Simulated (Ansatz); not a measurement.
## fcc Rh

Calculation: LDA (Ansatz, a quantum-chemistry and plane-wave program, plane waves, PAW).

Numerical settings: plane-wave cutoff 500 eV, 32×32×32 k mesh, Fermi–Dirac smearing 0.1 eV, no spin polarisation, scalar-relativistic PAW data made under PBE.

Cell (relaxed at this level):

```
Rh
1.0
    0.00000     1.87759     1.87759
    1.87759     0.00000     1.87759
    1.87759     1.87759     0.00000
Rh
1
Cartesian
  0.00000   0.00000   0.00000
```

```yaml
equilibrium_volume_per_atom: 13.24 Å³/atom
lattice_constant_a: 3.755 Å
```

Measured, for comparison: equilibrium volume per atom 13.65 Å³/atom, lattice constant a 3.794 Å (static lattice: zero-point anharmonic expansion removed; as tabulated in Mejia-Rodriguez and Trickey (2018), arXiv:1807.09216). Computed (rounded) less measured: equilibrium volume per atom -3.0 %, lattice constant a -1.0 %.

Static lattice: no zero-point or thermal effects.

The result took very roughly 50 core-seconds.
